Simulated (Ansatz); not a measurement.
**Forces away from equilibrium**

SiN₂H₄ (SMILES N=[SiH]N), singlet, displaced at random from a GFN2-xTB minimum.

```
7
angstrom
N -1.1369 -0.8720 -0.9838
Si -0.3705 0.4315 -0.2712
N 1.0153 -0.0367 0.7778
H -1.8647 -0.6651 -1.6742
H -0.3353 1.8282 -0.1354
H 1.5211 0.5224 1.3675
H 1.1793 -0.9675 0.9645
```

Ansatz 0.2.0; basis: def2-TZVPP; cores frozen in the correlated methods. B3LYP uses VWN-RPA correlation.

CCSD(T) forces from the calculation:
```
atom      Fx      Fy  Fz (eV/Å)
  N1   0.661   2.074      0.555
 Si2   1.635  -4.256      0.940
  N3  -3.520   0.912     -3.261
  H4   0.214   0.017      0.314
  H5  -0.397   1.675     -0.229
  H6   1.126   1.916      1.440
  H7   0.281  -2.338      0.242
```

Root-mean-square difference of the force components from those of CCSD(T): PBE0-D4 0.161; wB97M-V 0.185; r2SCAN-D4 0.087; PBE-D4 0.172; B3LYP-D4 0.099; B97M-V 0.154 eV/Å.

No T1 diagnostic of these runs exceeds 0.019.

For scale, one of the runs: CCSD(T)/def2-TZVPP forces, 160 basis functions (an equivalent command: `ansatz run in.yaml --threads 4`). Time: 47 s of wall clock on 4 CPU threads; the host was shared. Peak host memory: 2.2 GiB.
